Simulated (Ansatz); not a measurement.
Species: tetrachloromethane, CCl$_{4}$, net charge 0, singlet state. SMILES: ClC(Cl)(Cl)Cl
Geometry: optimised at B3LYP-D3(BJ)/def2-TZVP (Ansatz, an electronic-structure program).

Wanted: enthalpy of formation at 298 K, in kcal/mol. Terms: LANL2DZ with its own core potentials from Na on; spin-orbit terms left out; 6-311+G** with 5d, 6d on Na to Ar in Ansatz; 6-31G* and kin with 6d, 5d where marked; open shells spin-unrestricted; frozen cores in correlated levels; non-relativistic. CBS(X,Y): correlation extrapolated as X^-3; Hartree-Fock from the larger set. [CCSD(T)-MP2]/basis is that difference in the basis named. First-principles rows: single points at B3LYP-D3(BJ) geometries (Ansatz), with unscaled harmonic terms from B3LYP/6-31G* (Ansatz) at its own minima, enthalpies of formation by atomisation with measured atoms.

Measured values: Active Thermochemical Tables 1.112 (ions: stationary electron), as tabulated in the package chemicals; they hold spin-orbit and core effects, anharmonicity. 

Value to compare with, the measured value: -23.3 kcal/mol.

```tsv
level	program	enthalpy of formation at 298 K (kcal/mol)	error
MP2/STO-3G	Ansatz	39.6	62.9
MP2/3-21G	Ansatz	87.6	110.9
MP2/LANL2DZ	Ansatz	94.4	117.7
MP2/6-31G*	Ansatz	-1.7	21.6
MP2/6-311+G**	Ansatz	-11.2	12.1
RI-MP2/CBS(aug-cc-pV(T+d)Z,aug-cc-pV(Q+d)Z)+[CCSD(T)-MP2]/aug-cc-pV(T+d)Z	Ansatz	-24.9	-1.6
```

5 of the 5 habitual levels lie above the measured value; their mean absolute error is 65.0 kcal/mol, the median 62.9.

The sets are all those run for this method; left out are runs that failed, that the program found above a lower state of the same kind, or whose <S^2> lies over 0.5 above the pure value.
